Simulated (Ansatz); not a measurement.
## Ansatz (development build ahead of 0.2.0) run

```yaml
crystal:
  periodic: [false, false, false]
  atoms:
    - { symbol: H, position_ang: [-0.01898, 0.04272, 1.08225] }
    - { symbol: C, position_ang: [0.0239, 0.04054, -0.01689] }
    - { symbol: C, position_ang: [1.48904, -0.02526, -0.4424] }
    - { symbol: C, position_ang: [-0.75368, 1.29069, -0.43926] }
    - { symbol: C, position_ang: [-0.74561, -1.25019, -0.51569] }
    - { symbol: H, position_ang: [1.49838, 0.04217, -1.53561] }
    - { symbol: H, position_ang: [2.00367, 0.88157, -0.11613] }
    - { symbol: H, position_ang: [1.95545, -0.84174, -0.10595] }
    - { symbol: H, position_ang: [-0.7351, 1.27839, -1.5112] }
    - { symbol: H, position_ang: [-1.74712, 1.21184, -0.06428] }
    - { symbol: H, position_ang: [-0.19886, 2.09411, -0.08552] }
    - { symbol: H, position_ang: [-0.73499, -1.32431, -1.52707] }
    - { symbol: H, position_ang: [-0.22048, -2.14497, -0.04436] }
    - { symbol: H, position_ang: [-1.78589, -1.24937, -0.05773] }
basis:
  gaussian: { orbitals: def2-SVP }
hamiltonian:
  xc: hf
correlation:
  method: mp2
  frozen_orbitals: { C: 1, H: 0 }
```

The input is written out in the form of the current development build from the run's settings.

Results

```
Converged                       : yes
Reference energy                : -157.16317 hartree
Correlation energy              : -0.58942 hartree
Total energy                    : -157.75259 hartree
Spin squared of the determinant : 0.000
```

Caution: no unrestricted run beside it, a lower state can exist.
